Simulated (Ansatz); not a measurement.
Frontier orbitals of `NCF`.

```csv
atom,x (Å),y (Å),z (Å)
N1,-0.7762,-0.3897,0.2095
C2,0.5475,0.0362,0.0284
F3,0.6699,1.1689,-0.7952
H4,-1.3502,0.3012,0.6718
H5,-1.2168,-0.6766,-0.6532
H6,0.9906,0.3102,0.9879
H7,1.1352,-0.7503,-0.4491
```

Total charge 0; spin multiplicity 1. Geometry: relaxed with PBE0-D4/def2-TZVP. It is one conformer, not always the lowest. Basis def2-TZVPP, Ansatz 0.2.0.

```tsv
functional	HOMO (eV)	LUMO (eV)
BHLYP	-9.47	1.71
```

Question: Give HOMO and LUMO (eV) with LDA (SPW92), PBE, revPBE, BLYP, r2SCAN, B97M-V, PBE0, B3LYP, r2SCANh, r2SCAN0, HSE06 (plane-wave form), CAM-B3LYP, LC-ωPBE, ωB97X-V, ωB97M-V, HF. (An estimate is asked.)

Answer: The calculation gave: 
```json
{"functional": "LDA (SPW92)", "HOMO": "-6.57", "LUMO": "0.24"}
{"functional": "PBE", "HOMO": "-6.40", "LUMO": "0.33"}
{"functional": "revPBE", "HOMO": "-6.34", "LUMO": "0.37"}
{"functional": "BLYP", "HOMO": "-6.31", "LUMO": "0.25"}
{"functional": "r2SCAN", "HOMO": "-6.74", "LUMO": "1.19"}
{"functional": "B97M-V", "HOMO": "-6.88", "LUMO": "0.58"}
{"functional": "PBE0", "HOMO": "-7.96", "LUMO": "1.16"}
{"functional": "B3LYP", "HOMO": "-7.72", "LUMO": "0.77"}
{"functional": "r2SCANh", "HOMO": "-7.32", "LUMO": "1.43"}
{"functional": "r2SCAN0", "HOMO": "-8.21", "LUMO": "1.75"}
{"functional": "HSE06 (plane-wave form)", "HOMO": "-7.55", "LUMO": "0.80"}
{"functional": "CAM-B3LYP", "HOMO": "-9.47", "LUMO": "1.88"}
{"functional": "LC-ωPBE", "HOMO": "-10.87", "LUMO": "3.23"}
{"functional": "ωB97X-V", "HOMO": "-10.49", "LUMO": "3.05"}
{"functional": "ωB97M-V", "HOMO": "-10.40", "LUMO": "2.54"}
{"functional": "HF", "HOMO": "-11.89", "LUMO": "3.68"}
```

B3LYP here is the variant with VWN-RPA as its local correlation; programs differ in this. LC-ωPBE has ω = 0.4 bohr⁻¹. Positive LUMOs are unbound and depend on the basis.
